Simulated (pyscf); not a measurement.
Single points on ωB97X-D3(BJ)/def2-SVP structures (PySCF, gas phase).

Q: For the elementary gas-phase step H₃Si–Cl (SMILES [SiH3]Cl) + H₃Si–SH (SMILES [SiH3]S) → H₃Si–S–SiH₃ (SMILES [SiH3]S[SiH3]) + HCl (SMILES Cl) (singlet surface; Cl–Si, H–S broken, S–Si, Cl–H formed), what barrier and reaction energy does ωB97M-D3(BJ)/def2-TZVP give, measured from the separated reactants?

A: ΔE‡ = 1.45 eV, ΔE = +0.35 eV. Zero-point energy shifts the barrier by +0.01 eV. It is a four-centre exchange, with an imaginary mode of 359i cm⁻¹. On the product side the descent ends in a complex, 0.20 eV under the separated species and 1.23 eV under the saddle at ωB97X-D3(BJ)/def2-TZVP. At ωB97X-D3(BJ)/def2-TZVP the barrier from the zero used here is 1.30 eV. One saddle was located; it need not be the lowest between these sides.
